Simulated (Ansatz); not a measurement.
**C6H14O: up Jacob's ladder to CCSD(T)**

How much do the methods differ for C6H14O? The plan is to run it at one geometry with functionals of several rungs and with coupled cluster, and see how far each lands from CCSD(T) at the basis-set limit for the atomisation energy.

Program: Ansatz 0.2.0, Gaussian basis. Level of theory: functionals in def2-TZVPP, the program's frozen cores in correlated methods. These are calculated values, not measurements.

Levels to be run: LDA (SPW92), PBE-D4, revPBE-D4, BLYP-D4, r2SCAN-D4, B97M-V, PBE0-D4, B3LYP-D4, r2SCANh-D4, r2SCAN0-D4, HSE06-D4, BHLYP-D4, CAM-B3LYP-D4, LC-ωPBE, ωB97X-V, ωB97M-V, B2PLYP, PBE-QIDH; CCSD(T)/def2-SVP; CCSD(T)/def2-TZVPP; MP2/def2-QZVPP; extrapolation to the limit; RPA on PBE.

**1. The relaxed structure**

The geometry comes from an earlier relaxation with PBE0-D4 in a triple-zeta def2 set; it is a stationary point, not always the lowest conformer.

21 atoms, charge 0, spin multiplicity 1.

Atoms are counted from 1 here; the program's logs count them from 0.

Bond lengths: C1–C2 1.522 Å, C1–H8 1.093 Å, C1–H9 1.093 Å, C1–H10 1.095 Å, C2–C3 1.522 Å, C2–C4 1.526 Å, C2–H11 1.095 Å, C3–H12 1.092 Å, C3–H13 1.096 Å, C3–H14 1.093 Å, C4–C5 1.516 Å, C4–H15 1.097 Å, C4–H16 1.097 Å, C5–C6 1.516 Å, C5–O7 1.420 Å, C5–H17 1.101 Å, C6–H18 1.093 Å, C6–H19 1.093 Å and more. Angles: C2–C1–H8 111.4°, C2–C1–H9 111.3°, C2–C1–H10 110.9°, H8–C1–H9 107.9°, H8–C1–H10 107.7°, H9–C1–H10 107.6°, C1–C2–C3 110.6°, C1–C2–C4 109.9°, C1–C2–H11 108.4°, C3–C2–C4 112.3°, C3–C2–H11 108.1°, C4–C2–H11 107.3°, C2–C3–H12 111.9°, C2–C3–H13 110.9°, C2–C3–H14 110.8°, H12–C3–H13 108.0°, H12–C3–H14 107.4°, H13–C3–H14 107.6° and more.

**2. LDA**

This LDA is Slater exchange with PW92 correlation.

Input file in.yaml:

```yaml
crystal:
  periodic: [false, false, false]
  atoms:
    - {symbol: C, position_ang: [0.504190, -2.388537, -0.508701]}
    - {symbol: C, position_ang: [0.758679, -0.921959, -0.193176]}
    - {symbol: C, position_ang: [1.512848, -0.251136, -1.332064]}
    - {symbol: C, position_ang: [-0.560176, -0.221812, 0.120834]}
    - {symbol: C, position_ang: [-0.440613, 1.226452, 0.551601]}
    - {symbol: C, position_ang: [-1.793217, 1.829911, 0.876226]}
    - {symbol: O, position_ang: [0.418420, 1.256178, 1.682426]}
    - {symbol: H, position_ang: [-0.013327, -2.889046, 0.314031]}
    - {symbol: H, position_ang: [1.439948, -2.923101, -0.691261]}
    - {symbol: H, position_ang: [-0.116964, -2.492854, -1.404778]}
    - {symbol: H, position_ang: [1.380801, -0.865131, 0.706265]}
    - {symbol: H, position_ang: [1.793022, 0.775371, -1.087047]}
    - {symbol: H, position_ang: [0.905450, -0.228008, -2.243512]}
    - {symbol: H, position_ang: [2.432293, -0.795486, -1.562303]}
    - {symbol: H, position_ang: [-1.211886, -0.264544, -0.760817]}
    - {symbol: H, position_ang: [-1.074077, -0.769043, 0.920124]}
    - {symbol: H, position_ang: [0.013632, 1.805593, -0.266545]}
    - {symbol: H, position_ang: [-2.271791, 1.274649, 1.686913]}
    - {symbol: H, position_ang: [-2.450612, 1.807338, 0.003399]}
    - {symbol: H, position_ang: [-1.693927, 2.874282, 1.187875]}
    - {symbol: H, position_ang: [0.467327, 2.160862, 2.000491]}
basis:
  gaussian: {orbitals: def2-TZVPP}
hamiltonian: {xc: lda}
output: {orbitals: {seedname: orbitals}}
```

Run with:

```sh
$ ansatz run in.yaml --threads 2 --pin off --events-out ev --progress --plain --max-ram 32768MiB --backend cuda --devices 0, --max-vram 18GiB
```

Further steps of the session: PBE-D4 (GGA); revPBE-D4 (GGA); BLYP-D4 (GGA); r2SCAN-D4 (meta-GGA); B97M-V (meta-GGA); B3LYP-D4 (hybrid); r2SCANh-D4 (hybrid); r2SCAN0-D4 (hybrid); HSE06-D4 (hybrid); BHLYP-D4 (hybrid); CAM-B3LYP-D4 (range-separated); LC-ωPBE (range-separated); ωB97X-V (range-separated); ωB97M-V (range-separated); B2PLYP (double hybrid); PBE-QIDH (double hybrid); CCSD(T) in def2-SVP; CCSD(T) in def2-TZVPP; MP2 in def2-QZVPP; RPA on PBE orbitals.

Before running them: what should the planned runs give, taken together? Wanted: atomisation energy, CCSD(T)/CBS; farthest beyond LDA; mean size of error, GGA; mean size of error, meta-GGA; mean size of error, hybrid; mean size of error, range-separated; mean size of error, double hybrid; gap, smallest and largest; T1 diagnostic.

**Answer**, as computed:

| quantity | value |
| --- | --- |
| atomisation energy, CCSD(T)/CBS | 86.444 eV |
| functionals within 0.432 eV (0.5 %) | revPBE-D4, r2SCAN-D4, B97M-V, B3LYP-D4, r2SCANh-D4, CAM-B3LYP-D4, LC-ωPBE, ωB97X-V, ωB97M-V, PBE-QIDH |
| farthest beyond LDA | BHLYP-D4 (-2.071 eV) |
| mean size of error, GGA | 0.792 eV |
| mean size of error, meta-GGA | 0.053 eV |
| mean size of error, hybrid | 0.670 eV |
| mean size of error, range-separated | 0.183 eV |
| mean size of error, double hybrid | 0.557 eV |
| gap, smallest and largest | 6.14 eV (BLYP-D4), 13.57 eV (LC-ωPBE) |
| T1 diagnostic | 0.0092 |
| triples share of the correlation energy | 3.7 % |

In words: The LDA atomisation energy is off by 11.802 eV (14 %): it overbinds. PBE-D4 misses by +1.490 eV. Double hybrids carry the basis error of their MP2 part in triple zeta, and no dispersion term here, so their miss is partly the set-up's. The rungs meta-GGA, range-separated miss on average by less than the doubt on the reference (0.432 eV), so they tie. Misses under about 0.432 eV are within the doubt on the reference itself, which lacks core-valence correlation, relativity and higher excitations. Hartree-Fock recovers 75 % of the binding; the rest is correlation. CCSD(T) in def2-SVP is off by -3.297 eV, worse than the median functional, from the basis alone. Orbital gaps span 6.1 to 13.6 eV; exact exchange widens them.
